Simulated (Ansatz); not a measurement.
Geometry optimisation, RKS r2SCAN-D4/6-31G* in Ansatz.

input.yaml

```yaml
crystal:
  periodic: [false, false, false]
  atoms:
    - { symbol: "N", position_ang: [-0.8775, -0.8677, -0.5594] }
    - { symbol: C, position_ang: [-0.2093, 0.1753, -0.2219] }
    - { symbol: "N", position_ang: [0.9487, 0.0349, 0.3892] }
    - { symbol: H, position_ang: [-1.7024, -0.4769, -1.0408] }
    - { symbol: H, position_ang: [-0.4978, 1.2184, -0.4226] }
    - { symbol: H, position_ang: [1.239, 0.7607, 1.0739] }
    - { symbol: H, position_ang: [1.1605, -0.9128, 0.7359] }
basis:
  gaussian: { orbitals: "6-31G*" }
hamiltonian:
  xc: r2scan
  dispersion: d4
relax:
  f_tol: 0.02
  max_steps: 50
output:
  orbitals: {}
```

Launched with:

```bash
$ ansatz run input.yaml --threads 1 --pin off --max-ram 2048MiB --backend cpu --events-out ev --progress --plain --runs-dir out
```

Q: Where does it end, and by what steps?

A: It converged. After 8 steps the energy has fallen by 0.162 eV; H4 moved furthest, 0.08 Å.

```tsv
step	energy less start (eV)	largest force component (eV/Å)	accepted
0	0.0000	3.373	yes
1	-0.1342	1.031	yes
2	-0.1553	0.338	yes
3	-0.1502	0.462	no
4	-0.1614	0.058	yes
5	-0.1612	0.042	no
6	-0.1616	0.033	yes
7	-0.1617	0.036	yes
8	-0.1617	0.005	yes
```

```xyz
7
Properties=species:S:1:pos:R:3
N -0.914 -0.843 -0.584
C -0.229 0.172 -0.208
N 0.983 0.031 0.424
H -1.736 -0.524 -1.098
H -0.490 1.228 -0.383
H 1.277 0.775 1.042
H 1.171 -0.907 0.762
```

Run time: 33 s on 1 thread of Arm Neoverse N1, with other jobs on the host, peak memory 0.11 GiB.
